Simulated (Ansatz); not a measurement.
# B₂H₂ (quintet): the correlation ladder, cc-pVTZ

Aim: climb from Hartree-Fock through coupled cluster and multireference methods for B₂H₂ (quintet) at one geometry and basis, and see what each rung misses.

Method: cc-pVTZ, correlated electrons: outside noble gas; program: Ansatz 0.2.0, Gaussian basis.

To be run: UHF; CCSD(T) on ROHF; CCSD(T) on UHF; BCCD(T) on ROHF; CCSDT(Q) on ROHF; CCSDT(Q) on UHF; CASSCF and MRCISD+Q, 8 electrons in 10 orbitals; CASSCF and NEVPT2, 8 electrons in 10 orbitals.

### Step 1. What is computed

The geometry is a PBE0/def2-TZVP stationary point (not a proven minimum) of the parent state, kept for this charge and spin.

4 atoms, charge 0, spin multiplicity 5.

Atoms are counted from 1 here; the program's logs count them from 0.

Bond lengths: B1–B2 1.585 Å, B1–H3 1.197 Å, B1–H4 1.197 Å. Angles: B2–B1–H3 118.9°, B2–B1–H4 118.9°, H3–B1–H4 122.2°.

In the tables R marks a restricted open-shell determinant and U an unrestricted one; 'valence' is the active space of 8 electrons in 10 orbitals; correlation energies count from the lowest restricted Hartree-Fock solution.

### Step 2. UHF

The input, in.yaml:

```yaml
crystal:
  periodic: [false, false, false]
  atoms:
    - {symbol: B, position_ang: [0.000000, 0.000000, 0.675628]}
    - {symbol: B, position_ang: [0.000000, 0.000000, -0.909454]}
    - {symbol: H, position_ang: [0.000000, 1.047868, 1.253990]}
    - {symbol: H, position_ang: [0.000000, -1.047868, 1.253990]}
basis:
  gaussian: {orbitals: cc-pVTZ}
magnetization: {spin_polarized: true, initial_magnetization: 4}
hamiltonian: {xc: hf}
output: {orbitals: {seedname: orbitals}}
```

Command:

```sh
ansatz run in.yaml --threads 1 --pin off --events-out ev --progress --plain --max-ram 4096MiB --backend cpu
```

The runs that follow: CCSD(T) on ROHF; CCSD(T) on UHF; BCCD(T) on ROHF; CCSDT(Q) on ROHF; CCSDT(Q) on UHF; CASSCF and MRCISD+Q, 8 electrons in 10 orbitals; CASSCF and NEVPT2, 8 electrons in 10 orbitals.

Q: Predict the results of all the runs planned. Wanted: correlation energy, UCCSDT(Q); RMP2 from UCCSDT(Q); UMP2 from UCCSDT(Q); RCCSD from UCCSDT(Q); RCCSD(T) from UCCSDT(Q); UCCSD(T) from UCCSDT(Q); RCCSDT(Q) from UCCSDT(Q); NEVPT2 valence from UCCSDT(Q); MRCISD+Q valence from UCCSDT(Q).

**Answer**, as computed:

| quantity | value |
| --- | --- |
| correlation energy, UCCSDT(Q) | -4.2512 eV |
| RMP2 from UCCSDT(Q) | +90.6 kJ/mol |
| UMP2 from UCCSDT(Q) | +88.9 kJ/mol |
| RCCSD from UCCSDT(Q) | +16.9 kJ/mol |
| RCCSD(T) from UCCSDT(Q) | +3.8 kJ/mol |
| UCCSD(T) from UCCSDT(Q) | +3.6 kJ/mol |
| RCCSDT(Q) from UCCSDT(Q) | +0.1 kJ/mol |
| NEVPT2 valence from UCCSDT(Q) | +69.0 kJ/mol |
| MRCISD+Q valence from UCCSDT(Q) | +4.4 kJ/mol |
| levels of the table within 1 kcal/mol (43 meV) | RCCSD(T), UCCSD(T), BCCD(T), RCCSDT, UCCSDT, RCCSDT(Q) |
| T1 diagnostic | 0.040 |
| effectively unpaired electrons | 4.01 |

In words: RCCSD(T) misses by +3.8 kJ/mol, 0.9 % of the correlation energy. One determinant dominates. Of the multireference levels listed MRCISD+Q valence comes nearest in total energy (+4.4 kJ/mol), which doesn't show that its space is the better one. These misses are within one basis, not against nature; the frozen cores of restricted and unrestricted runs differ, which can shift their rows.
